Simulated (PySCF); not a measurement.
# Vibration and rotation of CO⁺

ROHF-CCSD(T) constants of CO⁺, ²Σ⁺ (doublet), unpaired electrons σ ↑ (basis C pcseg-2, O pcseg-2; no relativity; PySCF 2.14; masses 12.0000 and 15.9949 u):

| Item | Value |
| --- | --- |
| ωe | 2194.0 cm⁻¹ |
| ωexe | 14.6 cm⁻¹ |
| Be | 1.9577 cm⁻¹ |
| αe | 0.0186 cm⁻¹ |
| D (centrifugal) | 6.23e-06 cm⁻¹ |
| De to C⁺ + O | 8.22 eV |

(1) Give the vibrational terms G(v) and spacings up to v = 6.

(2) How well does the Morse estimate ωe²/(4ωexe) reproduce De, and what is D0?

Correlated steps freeze 2 core orbitals. For an ion De counts to the pair picked by the measured ionisation energies or electron affinities, which need not be the lowest pair at this level. The state was picked by a PBE0 search and need not be the measured ground state.

Results:

(1) G(v) = ωe(v+½) − ωexe(v+½)².

```
v  G(v) (cm⁻¹)  G(v) − G(v−1)  Bv (cm⁻¹)
0       1093.3                     1.948
1       3258.2         2164.8      1.930
2       5393.8         2135.6      1.911
3       7500.1         2106.4      1.893
4       9577.4         2077.2      1.874
5      11625.4         2048.0      1.855
6      13644.1         2018.8      1.837
```

(2) It gives 10.22 eV, 124 % of the computed De. D0 = De − G(0) = 8.22 − 0.14 = 8.08 eV.
